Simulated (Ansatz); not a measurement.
This script makes vertical spin-state energies of C2H7NO, SMILES CNCO with Ansatz 0.2.0 through its Python package.

`c2h7no.py`
```python
'''Gap between spin states of C2H7NO at one geometry.'''

import ansatz
from rdkit import Chem
from rdkit.Chem import AllChem


def main() -> None:
    # start geometry from RDKit
    rd = Chem.AddHs(Chem.MolFromSmiles('CNCO'))
    AllChem.EmbedMolecule(rd, randomSeed=124)
    AllChem.UFFOptimizeMolecule(rd)
    c2h7no = ansatz.Crystal.molecule()
    for atom, xyz in zip(rd.GetAtoms(), rd.GetConformer().GetPositions()):
        c2h7no = c2h7no.atom(atom.GetSymbol(), xyz.round(5).tolist())

    calc = c2h7no.calculation()
    calc = calc.basis(gaussian='def2-TZVPP')
    calc = calc.correlation('mp2', electrons='valence')
    found = {}
    for unpaired in [0, 2]:
        rep = calc.spin('collinear', total=unpaired).run().report
        s = unpaired / 2
        found[unpaired] = rep['free_energy_ev']
        print(f'2S+1 = {unpaired + 1}: E = {found[unpaired]:.5f} eV, <S^2> = {abs(rep["mean_field"]["state"]["spin_squared"]):.3f} (pure state {s * (s + 1):.2f})')
    lowest = min(found, key=found.get)
    for unpaired, e in found.items():
        print(f'multiplicity {unpaired + 1}: {96.485332 * (e - found[lowest]):.1f} kJ/mol above the lowest')


if __name__ == '__main__':
    main()
```

Which spin state is lowest at this geometry, and how far above lie the others?

In order: multiplicity 1 (+0.00 eV) and multiplicity 3 (+6.38 eV), all at the one geometry.

The output:

```console
$ python c2h7no.py
2S+1 = 1: E = -5714.22634 eV, <S^2> = 0.000 (pure state 0.00)
2S+1 = 3: E = -5707.84436 eV, <S^2> = 2.015 (pure state 2.00)
multiplicity 1: 0.0 kJ/mol above the lowest
multiplicity 3: 615.8 kJ/mol above the lowest
```

Notes:
- These settings explore the input space; basis and method may be short of convergence.
- The geometry is a force-field or estimated start, not a minimum of this method, and the basis set is short of its limit. All parts are taken at fixed geometry, without zero-point energy.
- S² is that of the Hartree-Fock reference.
- Hardware and time: 18 s on 1 thread of AMD EPYC 9R45 (Zen 5), with other jobs on the host, peak memory 0.66 GiB.

(Lines on the test bed's own set-up are left out of the output.)
